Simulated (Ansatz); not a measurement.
# HCGe, quartet: reading a ladder of total energies

Geometry: displaced at random from a stationary point.

```yaml
atoms:
  - { symbol: Ge, position_ang: [-0.0004, 0.0158, 0.3127] }
  - { symbol: C, position_ang: [-0.0013, -0.1513, -1.6800] }
  - { symbol: H, position_ang: [0.0467, 0.6647, -2.5174] }
```

Basis cc-pVDZ; Ansatz 0.2.0. Only valence electrons are correlated (noble-gas cores and the filled d shells of p-block atoms frozen), which leaves 9 electrons in 31 orbitals. Prefix R: restricted or restricted open-shell reference; prefix U: unrestricted. No spin–orbit coupling is included, and no scalar relativity.

Full CI isn't at hand for all of this; UCCSDT(Q) serves as the reference, and is uncertain by about the last step of the cluster series.

Runs differ by some tens of microhartree through their thresholds and, for an open shell, their frozen cores, so steps under 0.03 kcal/mol mean nothing.

```
    level  total energy (hartree)
      UHF            -2113.647433
     UMP2            -2113.786824
    UCCSD            -2113.820647
 UCCSD(T)            -2113.825679
   UCCSDT            -2113.826982
UCCSDT(Q)            -2113.827332
```

Problem. What is the correlation energy at UCCSDT(Q), and what share of it do UMP2 and UCCSD(T) recover?

Solution. E(corr) = -2113.827332 − (-2113.647433) = -0.179899 hartree = -4.895 eV. UMP2: -0.139391 / -0.179899 = 77.48 %. UCCSD(T): -0.178246 / -0.179899 = 99.08 %.

Problem. By how many kcal/mol does UCCSD(T) miss UCCSDT(Q) (1 hartree = 627.509 kcal/mol), and which steps make up the rest?

Solution. -2113.825679 − (-2113.827332) = 0.001653 hartree = 1.04 kcal/mol. Steps: UCCSDT − UCCSD(T) = -0.82, UCCSDT(Q) − UCCSDT = -0.22 kcal/mol. Differences between like states or geometries often cancel part of this.
